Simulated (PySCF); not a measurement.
B3LYP has the VWN-RPA correlation part, as in Gaussian. 

Z-matrix (Å, degrees):
```
N
H 1 1.0284
H 1 1.0284 2 103.25
```
Charge 0, spin multiplicity 2.

Question: Estimate the highest occupied spin orbital, total energy and dipole moment that PySCF 2.14.0 with B3LYP-D3(BJ)/def2-TZVP returns for this input.

Answer: 
```yaml
highest_occupied_spin_orbital: -8.43 eV
total_energy: -55.9053 Ha
dipole_moment: 0.404 e·Å
```
